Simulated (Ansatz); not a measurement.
## Counterpoise correction, worked out

The pair of HCl (SMILES Cl, atoms 1–2) and CH$_{2}$O (SMILES C=O, atoms 3–6), both closed shells, in one local arrangement (a lower one may exist), relaxed at PBE0-D4/def2-TZVP:

```json
{"atom": "Cl1", "x (Å)": "0.3551", "y (Å)": "0.0291", "z (Å)": "-2.5153"}
{"atom": "H2", "x (Å)": "-0.3768", "y (Å)": "-0.0546", "z (Å)": "-1.4383"}
{"atom": "C3", "x (Å)": "0.0161", "y (Å)": "0.0077", "z (Å)": "0.9951"}
{"atom": "O4", "x (Å)": "-0.9443", "y (Å)": "-0.1144", "z (Å)": "0.2841"}
{"atom": "H5", "x (Å)": "-0.0828", "y (Å)": "0.0021", "z (Å)": "2.0946"}
{"atom": "H6", "x (Å)": "1.0328", "y (Å)": "0.1301", "z (Å)": "0.5798"}
```

Program: Ansatz 0.2.0. Basis: def2-TZVPPD. Cores are frozen in the correlated methods.

CCSD(T) total energies in eV:

| system | geometry | basis functions | energy |
| --- | --- | --- | --- |
| pair | pair | all | -15637.89806 |
| HCl | as in the pair | all (partner as ghosts) | -12526.32345 |
| CH$_{2}$O | as in the pair | all (partner as ghosts) | -3111.36731 |
| HCl | as in the pair | its own | -12526.30660 |
| CH$_{2}$O | as in the pair | its own | -3111.35361 |
| HCl | free (PBE0-D4 minimum) | its own | -12526.32008 |
| CH$_{2}$O | free (PBE0-D4 minimum) | its own | -3111.34807 |

Question: Work out the interaction energy with and without the counterpoise correction, the superposition error, and the binding energy from the relaxed fragments.

Answer: Without correction: -15637.89806 − (-12526.30660) − (-3111.35361) = -0.23785 eV.
With correction (each fragment in the whole basis): -15637.89806 − (-12526.32345) − (-3111.36731) = -0.20730 eV = -4.78 kcal/mol.
The superposition error is the difference, 0.03055 eV, 13 % of the uncorrected value: each fragment borrows its partner's functions.
Deformation from the free shapes: 0.01348 eV for HCl and -0.00554 eV for CH$_{2}$O (a small negative value is possible, since the free shapes are minima of another method).
Binding energy from relaxed fragments: -0.20730 + 0.01348 + (-0.00554) = -0.19936 eV = -4.60 kcal/mol (electronic, without zero-point energy; negative means bound). For comparison, the corrected interaction energy by CCSD(T) at an estimated basis limit (MP2 extrapolated from triple and quadruple zeta, plus CCSD(T) − MP2 in triple zeta) is -0.240 eV; triple zeta with the correction binds less.

T1 diagnostic: at most 0.017.

For scale, one of the runs: CCSD(T)/def2-TZVPPD, 179 basis functions, launched by `ansatz run in.yaml --threads 2 --pin off --events-out ev --progress --plain --max-ram 5222MiB`. Time: 25 s of wall clock on 2 CPU threads of an Arm Neoverse V2; the host was shared. Peak host memory: 1.7 GiB.
